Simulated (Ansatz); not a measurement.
Coupled-cluster diagnostics for AlH2F, Ansatz.

Geometry of the singlet (PBE0-D4/def2-TZVP):

Cartesian coordinates in Å:
```
Al 0.0229 -0.0505 -0.0044
H -0.9447 -1.2439 -0.3540
H 1.5841 -0.1452 0.1863
F -0.6623 1.4396 0.1720
```

Correlated methods freeze 6 core orbitals.

(1) Estimate the CCSD(T) correlation energy, the shares of MP2 and (T), T1 and the reference's ⟨S²⟩ for: charge 0, singlet, own geometry in def2-TZVPP; charge 1, doublet, vertical in def2-TZVPP; and the rough time on 4 threads of AMD EPYC 9R45 on a shared host.

Answers

(1) 
```json
{"state": "charge 0, singlet, own geometry", "basis": "def2-TZVPP", "correlation (eV)": "-9.824", "MP2 share (%)": "93.5", "(T) share (%)": "2.4", "T1": "0.012", "⟨S²⟩ (pure)": "0.00 (0.00)", "wall time": "0.6 s", "remarks": "–"}
{"state": "charge 1, doublet, vertical", "basis": "def2-TZVPP", "correlation (eV)": "-9.187", "MP2 share (%)": "92.8", "(T) share (%)": "2.9", "T1": "0.030", "⟨S²⟩ (pure)": "0.84 (0.75)", "wall time": "1.5 s", "remarks": "flagged by the program"}
```
Customary marks for T1 are 0.02 (closed shells), 0.045 (open shells) and about 0.05 (3d metals). T1 exceeds 0.02 in 1 of 2 rows and 0.045 in 0; the higher it lies, the less the single-reference result can be trusted.
